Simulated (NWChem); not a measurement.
Correlation energy of hydrogen fluoride (HF)

SMILES: F
```xyz
2

F      0.0000     0.0000     0.0925
H      0.0000     0.0000    -0.8323
```
Charge 0, spin multiplicity 1.

Everything below was run with NWChem. The geometry was optimised at B3LYP/def2-SVP, a minimum by its harmonic frequencies.

Basis set: def2-QZVP. Each correlation energy counts from its own Hartree-Fock reference.

The correlated methods keep 1 core orbital frozen. Coupled-cluster values serve here as a point of comparison, not as the truth.

```tsv
method	correlation energy (mHa)
MP2	-297.1
SCS-MP2	___
CR-CCSD[T]	-304.4
CR-CCSD(T)	-304.1
CCSD	-297.1
CCSD+T(CCSD)	-305.3
CCSD(T)	___
```

Fill in the missing entries.


- SCS-MP2, correlation energy (mHa): -293.1
- CCSD(T), correlation energy (mHa): -305.0
